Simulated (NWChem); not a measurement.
Program: NWChem. System: N (+1), charge 1, spin multiplicity 3. Its SCF solution wasn't tested for a lower state. Level: UMP2/def2-TZVP, 1 core orbitals frozen.

Output (cleaned and shortened):

```
             Northwest Computational Chemistry Package (NWChem) 7.3.0
             --------------------------------------------------------

                                NWChem Input Module
                                -------------------

 Scaling coordinates for geometry "geometry" by  1.889725989
 (inverse scale =  0.529177249)

                             Geometry "geometry" -> ""
                             -------------------------

 Output coordinates in angstroms (scale by  1.889725989 to convert to a.u.)

  No.       Tag          Charge          X              Y              Z
 ---- ---------------- ---------- -------------- -------------- --------------
    1 N                    7.0000     0.00000000     0.00000000     0.00000000

 Effective nuclear repulsion energy (a.u.)       0.0000000000

            Nuclear Dipole moment (a.u.)
            ----------------------------
        X                 Y               Z
 ---------------- ---------------- ----------------
     0.0000000000     0.0000000000     0.0000000000

      Symmetry information
      --------------------

 Group name             D2h
 Group number             26
 Group order               8
 No. of unique centers     1

      Symmetry unique atoms

     1


 Summary of "ao basis" -> "" (spherical)
 ------------------------------------------------------------------------------
       Tag                 Description            Shells   Functions and Types
 ---------------- ------------------------------  ------  ---------------------
 *                         def2-tzvp                  on all atoms

 Summary of "ao basis" -> "ao basis" (spherical)
 ------------------------------------------------------------------------------
       Tag                 Description            Shells   Functions and Types
 ---------------- ------------------------------  ------  ---------------------
 N                         def2-tzvp                11       31   5s3p2d1f

                                 NWChem SCF Module
                                 -----------------

  ao basis        = "ao basis"
  functions       =    31
  atoms           =     1
  alpha electrons =     4
  beta  electrons =     2
  charge          =   1.00
  wavefunction    = UHF
  use symmetry    = T
  symmetry adapt  = T

 Summary of "ao basis" -> "ao basis" (spherical)
 ------------------------------------------------------------------------------
       Tag                 Description            Shells   Functions and Types
 ---------------- ------------------------------  ------  ---------------------
 N                         def2-tzvp                11       31   5s3p2d1f

      Symmetry analysis of basis
      --------------------------

        ag          9
        au          1
        b1g         2
        b1u         5
        b2g         2
        b2u         5
        b3g         2
        b3u         5

 Forming initial guess at       0.1s

   Symmetry analysis of molecular orbitals - initial alpha
   -------------------------------------------------------

  Numbering of irreducible representations:

     1 ag          2 au          3 b1g         4 b1u         5 b2g
     6 b2u         7 b3g         8 b3u

  Orbital symmetries:

     1 ag          2 ag          3 b1u         4 b3u         5 b2u
     6 ag          7 b1u         8 b3u         9 b2u        10 ag
    11 b2g        12 b1g        13 b3g        14 ag

   Symmetry analysis of molecular orbitals - initial beta
   ------------------------------------------------------

  Numbering of irreducible representations:

     1 ag          2 au          3 b1g         4 b1u         5 b2g
     6 b2u         7 b3g         8 b3u

  Orbital symmetries:

     1 ag          2 ag          3 b2u         4 b3u         5 b1u
     6 ag          7 b2u         8 b3u         9 b1u        10 ag
    11 b1g        12 b3g        13 b2g        14 ag

 Starting SCF solution at       0.1s

 ----------------------------------------------
         Quadratically convergent UHF

 Convergence threshold     :          1.000E-07
 Maximum no. of iterations :          100
 Integral*density screening:          1.000E-09
 ----------------------------------------------
[...]
  ----- ------------  ---------------      ----- ------------  ---------------
     7      0.418991  1 N  py                10      0.418056  1 N  py
    13      0.368600  1 N  py

 Vector    4  Occ=0.000000D+00  E=-3.265277D-01  Symmetry=b1u
              MO Center=  2.0D-20,  1.0D-24, -6.1D-18, r^2= 1.0D+00
   Bfn.  Coefficient  Atom+Function         Bfn.  Coefficient  Atom+Function
  ----- ------------  ---------------      ----- ------------  ---------------
    14      0.443326  1 N  pz                 8      0.395417  1 N  pz
    11      0.374174  1 N  pz

 Vector    5  Occ=0.000000D+00  E=-3.265277D-01  Symmetry=b3u
              MO Center=  1.3D-19,  7.1D-24,  2.0D-19, r^2= 1.0D+00
   Bfn.  Coefficient  Atom+Function         Bfn.  Coefficient  Atom+Function
  ----- ------------  ---------------      ----- ------------  ---------------
    12      0.443326  1 N  px                 6      0.395417  1 N  px
     9      0.374174  1 N  px

 center of mass
 --------------
 x =   0.00000000 y =   0.00000000 z =   0.00000000

 moments of inertia (a.u.)
 ------------------
           0.000000000000           0.000000000000           0.000000000000
           0.000000000000           0.000000000000           0.000000000000
           0.000000000000           0.000000000000           0.000000000000

  Mulliken analysis of the total density
  --------------------------------------

    Atom       Charge   Shell Charges
 -----------   ------   -------------------------------------------------------
    1 N    7     6.00   0.83  1.15  0.78  1.07  0.17  0.99  0.87  0.14  0.00  0.00  0.00

  Mulliken analysis of the alpha density
  --------------------------------------

    Atom       Charge   Shell Charges
 -----------   ------   -------------------------------------------------------
    1 N    7     4.00   0.41  0.57  0.42  0.53  0.06  0.99  0.87  0.14  0.00  0.00  0.00

   Mulliken analysis of the beta density
   -------------------------------------

    Atom       Charge   Shell Charges
 -----------   ------   -------------------------------------------------------
    1 N    7     2.00   0.41  0.57  0.36  0.54  0.11  0.00  0.00  0.00  0.00  0.00  0.00

   Mulliken analysis of the spin density
   -------------------------------------

    Atom       Charge   Shell Charges
 -----------   ------   -------------------------------------------------------
    1 N    7     2.00  -0.00 -0.00  0.06 -0.01 -0.06  0.99  0.87  0.14  0.00  0.00  0.00

       Multipole analysis of the density wrt the origin
       ------------------------------------------------

     L   x y z        total         alpha         beta         nuclear
     -   - - -        -----         -----         ----         -------
     0   0 0 0      1.000000     -4.000000     -2.000000      7.000000

     1   1 0 0     -0.000000     -0.000000      0.000000      0.000000
     1   0 1 0      0.000000      0.000000      0.000000      0.000000
     1   0 0 1     -0.000000     -0.000000     -0.000000      0.000000

     2   2 0 0     -2.843331     -2.177780     -0.665551      0.000000
     2   1 1 0      0.000000      0.000000      0.000000      0.000000
     2   1 0 1      0.000000      0.000000      0.000000      0.000000
     2   0 2 0     -2.073676     -1.348553     -0.725123      0.000000
     2   0 1 1     -0.000000     -0.000000     -0.000000      0.000000
     2   0 0 2     -2.843331     -2.177780     -0.665551      0.000000

                   NWChem MP2 Semi-direct Energy/Gradient Module
                   ---------------------------------------------

  Basis functions       =     31
  Molecular orbitals    =     31
  Frozen core           =      1
  Frozen virtuals       =      0
  Active alpha occupied =      3
  Active beta occupied  =      1
  Active alpha virtual  =     27
  Active beta virtual   =     29
  Use MO symmetry       = T
  Use skeleton AO sym   = T

  AO/Fock/Back tols     =   1.0D-09  1.0D-09  1.0D-09

 GA uses MA = F    GA memory limited = T

 Available:
  local mem=  1.26D+08
 global mem=  1.44D+08
 local disk=  0.00D+00
  mp2_memr nvloc                    27
  nvloc new                    27
   1 passes of   3:        3145728                       6008                    138292.
   1 passes of   3: M    126154738           G      144177278           F     123009010.

 Semi-direct pass number   1 of   1  for UHF alpha       at        0.3s
  vrange nnbf                   496
  mp2_eaftype                    10  avail_ma_in_mb                  1099
 EAF : mp2_eaftype filesize          10      69146.
  mp2_eaf for mointskh                     10
Node 0 wrote      0.3 Mb in      0.0 s     Agg I/O rate:  1110.2 Mb/s
 Done moints_semi at        0.5s
  mp2_eaftype                    10  avail_ma_in_mb                  1089
 EAF : mp2_eaftype filesize          10      69146.
  mp2_eaf for kh                    10
 Done maket at        0.5s
 Done multipass loop at        0.5s

 GA uses MA = F    GA memory limited = T

 Available:
  local mem=  1.26D+08
 global mem=  1.44D+08
 local disk=  0.00D+00
  mp2_memr nvloc                    29
  nvloc new                    29
   1 passes of   1:        3145728                       3409                     50599.
   1 passes of   1: M    126154738           G      144177278           F     123009010.

 Semi-direct pass number   1 of   1  for UHF beta        at        0.5s
  vrange nnbf                   496
  mp2_eaftype                    10  avail_ma_in_mb                  1099
 EAF : mp2_eaftype filesize          10      25299.
  mp2_eaf for mointskh                     10
Node 0 wrote      0.1 Mb in      0.0 s     Agg I/O rate:   781.3 Mb/s
 Done moints_semi at        0.7s
  mp2_eaftype                    10  avail_ma_in_mb                  1089
 EAF : mp2_eaftype filesize          10      25299.
  mp2_eaf for kh                    10
 Done maket at        0.7s
 Done multipass loop at        0.7s

          -------------------------------------------
          SCF energy                 -53.891998575322
          Correlation energy          -0.070402312105
          Singlet pairs                0.000000000000
          Triplet pairs                0.000000000000
          Total MP2 energy           -53.962400887427
          -------------------------------------------

          ---------------------------------------------------
                    Spin Component Scaled (SCS) MP2
          Same spin pairs                     -0.012530908744
          Same spin scaling factor             0.333333333333
          Opposite spin pairs                 -0.057871403361
          Opposite spin scaling fact.          1.200000000000
          SCS-MP2 correlation energy          -0.073622653615
          Total SCS-MP2 energy               -53.965621228936
          ---------------------------------------------------

 -----------------------
 Performance information
 -----------------------

 Timer overhead =  2.57D-07 seconds/call

               Nr. of calls         CPU time (s)                 Wall time (s)                GFlops
             ---------------    -------------------     ------------------------------   -------------------
Name         Min   Avg   Max    Min     Avg     Max     Min     Avg     Max   Mx/calls   Min     Max     Sum
mp2: moin     2     2     2   0.32    0.32    0.32     0.32    0.32    0.32    0.16      0.0     0.0     0.0
mp2: make     2     2     2   4.85E-3 4.85E-3 4.85E-3  4.85E-3 4.85E-3 4.85E-3 2.43E-3   0.0     0.0     0.0
mp2: tota     1     1     1   0.43    0.43    0.43     0.43    0.43    0.43    0.43      0.0     0.0     0.0

 The average no. of pstat calls per process was 5.00D+00
 with a timing overhead of 1.29D-06s

 Task  times  cpu:        0.6s     wall:        0.6s

 Total times  cpu:        0.7s     wall:        0.7s
```

Problem. Write an NWChem input that would produce this output.

Solution. This is not unique; one that fits is 
```
start mol
memory heap 200 mb stack 900 mb global 1100 mb
charge 1
geometry units angstroms nocenter noautoz
  N      0.000000     0.000000     0.000000
  symmetry group D2h
end
basis spherical
  * library def2-tzvp
end
scf
  uhf
  nopen 2
  maxiter 100
  thresh 1e-7
  semidirect memsize 60000000 filesize 0
  # guess.movecs holds the orbitals of an unrestricted PBE0 run
  vectors input guess.movecs output mol.movecs
end
mp2
  freeze core 1
end
task mp2 energy
```
